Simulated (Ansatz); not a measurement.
This geometry of H₂S₂Si (5 atoms, charge 0, multiplicity 1) is a first-order saddle point.

Level of theory: Ansatz, RKS r2SCAN/def2-SVP.

```xyz
5
Properties=species:S:1:pos:R:3
Si -0.937 0.265 -0.090
S 1.360 -0.426 -0.334
S 0.112 -1.210 1.153
H 0.112 -0.295 -1.324
H -0.597 1.592 0.554
```

**Question.** Which two structures does it join? (They come from a converged band through this point; their orientation in space is the band's.)

**Answer.** Bonds broken: Si1–H4. Bonds formed: S2–H4.

First end point:

```xyz
5
Properties=species:S:1:pos:R:3
Si -0.240 0.214 -0.210
S 1.757 -0.300 0.258
S 0.048 -1.365 1.167
H -0.748 -0.125 -1.563
H -0.768 1.502 0.307
```

Last end point:

```xyz
5
Properties=species:S:1:pos:R:3
Si -1.134 0.629 0.138
S 0.987 -0.217 -0.560
S -0.011 -1.165 1.018
H 0.564 -0.972 -1.614
H -0.356 1.650 0.978
```

**Question.** How far does it lie above each of them?

**Answer.** 42.7 kcal/mol above the first and 12.9 kcal/mol above the second. This is the barrier of this one path; another mechanism may lie lower. The orbitals stay closed-shell, which can raise the energy where a bond breaks towards radicals; this wasn't checked here.

The run took 3.4 min on 1 CPU thread of a shared host.
